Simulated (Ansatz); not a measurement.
Basis-set extrapolation for C3H4, SMILES `C1=CC1` (PBE0-D4/def2-TZVP geometry, frozen core, Ansatz 0.2.0). Multiplicity 1, RHF reference.

```
                     cc-pV(T+d)Z  cc-pV(Q+d)Z
                 HF  -115.865536  -115.873022
    MP2 correlation    -0.486168    -0.516241
CCSD(T) correlation    -0.532038    -0.558159
```

Energies in hartree. Use E(X) = E(∞) + A·exp(−5.46·√X) for Hartree–Fock and E(X) = E(∞) + B·X^(−3.05) for correlation, with X = 3 and 4.

What is the CCSD(T) energy at the basis-set limit?

HF limit: -115.873022 + (-0.007486) × 0.30130 = -115.87528. Correlation limit: -0.558159 + (-0.026121) × 0.71189 = -0.57675. Total: -116.45203 hartree, 143.0 kJ/mol below CCSD(T)/cc-pV(T+d)Z.
